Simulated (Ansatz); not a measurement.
Rock-salt TiC, treated with HSE06-D3(BJ) (plane waves, PAW; Ansatz, a program for electronic structure).

Numerical settings: plane-wave cutoff 460 eV, 12×12×12 k mesh, Fermi–Dirac smearing 0.05 eV, no spin polarisation, scalar-relativistic PAW data made under PBE.

Pressure at four volumes; x = ln(V/9.600 Å³). One pressure is withheld.

```tsv
V (Å³/atom)	x	P (GPa)
9.120	-0.0513	18.06
9.600	0.0000	1.10
9.940	0.0348	-8.63
10.080	0.0488	?
```

Q: Pass a parabola P(x) through the three rows shown, estimate the bulk modulus and its pressure derivative near zero pressure, and predict the withheld pressure.

A: Slopes between the rows: (1.10 − (18.06))/(0.0000 − (-0.0513)) = -330.60 and (-8.63 − (1.10))/(0.0348 − (0.0000)) = -279.60 GPa. Their difference over the span 0.0861 is c = 51.00/0.0861 = 592.3 GPa, so P(x) = 18.06 + (-330.60)(x − (-0.0513)) + 592.3 (x − (-0.0513))(x − (0.0000)). At the middle row B = −dP/dx = −[-330.60 + 592.3 × 0.0513] = 300.2 GPa, and B′ = dB/dP = 2c/B = 3.9. At x = 0.0488 the parabola gives -12.14 GPa; the run gives -12.18 GPa. The Birch–Murnaghan fit to the energies at all volumes has B0 = 295 GPa and B′ = 3.9.

Measured, for comparison: bulk modulus 240 GPa (temperature not stated, not corrected to a static lattice, our sources range from 235 to 268; as tabulated in Krasnenko and Brik (2013), arXiv:1306.3139). Computed (rounded) less measured: bulk modulus not scored (sources differ).
